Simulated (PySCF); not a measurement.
## Atomic charges against the basis set

Methylaminoethane, C3H9N.
Atom-mapped SMILES: `[CH3:1][CH2:2][NH:3][CH3:4]` (hydrogens: H5, H6, H7 on C1; H8, H9 on C2; H10 on N3; H11, H12, H13 on C4)

PBE0 throughout (PySCF), one geometry, spherical d and f functions. Geometry: PBE0-D3(BJ)/def2-SVP, one conformer, isolated molecule. Atoms taken as equivalent share a column and are averaged. The first 7 of 8 kinds of atom are listed.

Mulliken charges (e):

| basis | functions | C1 | C2 | N3 | C4 | H5/H6/H7 | H8/H9 | H10 |
| --- | --- | --- | --- | --- | --- | --- | --- | --- |
| STO-3G | 29 | -0.232 | -0.060 | -0.331 | -0.152 | +0.080 | +0.068 | +0.174 |
| 6-31G | 54 | -0.495 | -0.163 | -0.580 | -0.338 | +0.167 | +0.150 | +0.295 |
| pcSseg-0 | 54 | -0.639 | -0.247 | -0.780 | -0.402 | +0.229 | +0.216 | +0.306 |
| 6-31G* | 74 | -0.535 | -0.166 | -0.561 | -0.373 | +0.176 | +0.151 | +0.316 |
| def2-SVP | 101 | -0.093 | +0.035 | -0.344 | +0.034 | +0.043 | +0.018 | +0.115 |
| cc-pVDZ | 101 | -0.092 | -0.013 | -0.258 | -0.004 | +0.044 | +0.025 | +0.087 |
| 6-311+G(2d,p) | 162 | -0.552 | -0.116 | -0.241 | -0.330 | +0.144 | +0.113 | +0.196 |
| aug-cc-pVDZ | 173 | +0.399 | +0.858 | -0.422 | +0.704 | -0.119 | -0.305 | -0.030 |
| def2-TZVP | 178 | -0.359 | -0.100 | -0.314 | -0.290 | +0.118 | +0.086 | +0.190 |
| IGLO-III | 230 | -0.360 | -0.125 | -0.324 | -0.298 | +0.117 | +0.101 | +0.210 |
| cc-pVTZ | 246 | -0.296 | -0.055 | -0.200 | -0.194 | +0.095 | +0.062 | +0.106 |

IAO charges (e):

| basis | functions | C1 | C2 | N3 | C4 | H5/H6/H7 | H8/H9 | H10 |
| --- | --- | --- | --- | --- | --- | --- | --- | --- |
| STO-3G | 29 | -0.395 | -0.183 | -0.309 | -0.320 | +0.135 | +0.118 | +0.190 |
| 6-31G | 54 | -0.431 | -0.157 | -0.394 | -0.331 | +0.145 | +0.118 | +0.237 |
| pcSseg-0 | 54 | -0.425 | -0.156 | -0.389 | -0.313 | +0.143 | +0.117 | +0.229 |
| 6-31G* | 74 | -0.413 | -0.133 | -0.401 | -0.298 | +0.138 | +0.110 | +0.233 |
| def2-SVP | 101 | -0.401 | -0.127 | -0.394 | -0.287 | +0.134 | +0.107 | +0.231 |
| cc-pVDZ | 101 | -0.411 | -0.130 | -0.399 | -0.296 | +0.137 | +0.109 | +0.234 |
| 6-311+G(2d,p) | 162 | -0.425 | -0.137 | -0.422 | -0.307 | +0.142 | +0.115 | +0.244 |
| aug-cc-pVDZ | 173 | -0.423 | -0.136 | -0.420 | -0.306 | +0.141 | +0.114 | +0.244 |
| def2-TZVP | 178 | -0.425 | -0.136 | -0.418 | -0.307 | +0.142 | +0.114 | +0.243 |
| IGLO-III | 230 | -0.426 | -0.138 | -0.422 | -0.308 | +0.142 | +0.115 | +0.245 |
| cc-pVTZ | 246 | -0.426 | -0.137 | -0.415 | -0.308 | +0.142 | +0.114 | +0.243 |

Some averages cover members that differ in this geometry, most widely: H5/H6/H7, Mulliken in aug-cc-pVDZ -0.156 to -0.084; H8/H9, IAO in 6-31G +0.098 to +0.139; H8/H9, IAO in pcSseg-0 +0.097 to +0.138; H8/H9, Mulliken in 6-31G +0.130 to +0.171 e.

Task: Which scheme is steadiest as the basis changes?

Result: Largest range over the bases for any column: IAO 0.11 e, Mulliken 1.11 e. IAO charges move least and Mulliken charges most, counted in e. Without the minimal STO-3G basis the ranges are IAO 0.04, Mulliken 1.11 e.

Task: How much do the charges still move between the two largest bases, IGLO-III and cc-pVTZ?

Result: At most, over all atoms: Mulliken 0.125 e, IAO 0.006 e.

Task: What do the same runs give for the total energy, the frontier levels and the dipole moment?

Result: 
```tsv
basis	energy (Eh)	HOMO (eV)	LUMO (eV)	μ (D)
STO-3G	-172.1421	-3.52	10.07	1.05
6-31G	-174.2092	-5.85	2.72	1.11
pcSseg-0	-173.8539	-5.90	2.26	1.15
6-31G*	-174.2574	-6.04	2.79	0.90
def2-SVP	-174.1381	-6.14	1.90	0.85
cc-pVDZ	-174.2701	-6.09	2.00	0.77
6-311+G(2d,p)	-174.3157	-6.37	0.39	0.90
aug-cc-pVDZ	-174.2841	-6.35	-0.02	0.87
def2-TZVP	-174.3276	-6.33	1.21	0.85
IGLO-III	-174.3348	-6.36	0.79	0.86
cc-pVTZ	-174.3250	-6.29	1.29	0.80
```

The dipole is fixed by the density alone, so its range of 0.38 D shows that the density itself changes with the basis, not only its division among atoms.
